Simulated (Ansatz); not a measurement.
A run of Ansatz (development build ahead of 0.2.0) on singlet CO at this shape:

```
atom   x (Å)   y (Å)   z (Å)
   C  0.0000  0.0000  0.0000
   O  0.0000  0.0000  1.6950
```

Its results:

```json
{
  "Converged": "yes",
  "Total energy": "-112.54147 hartree",
  "Spin squared of the determinant": "1.028",
  "Stability test": "minimum"
}
```

(1) Which input gives this output? Name the method, the orbitals and the basis set, and write the input.

Answers

(1) UHF in pcseg-2.

```yaml
crystal:
  periodic: [false, false, false]
  atoms:
    - { symbol: C, position_ang: [0.0, 0.0, 0.0] }
    - { symbol: O, position_ang: [0.0, 0.0, 1.695] }
basis:
  gaussian: { orbitals: pcseg-2 }
magnetization:
  spin_polarized: true
hamiltonian:
  xc: hf
```

Caution: the unrestricted determinant is a mixture of spin states.
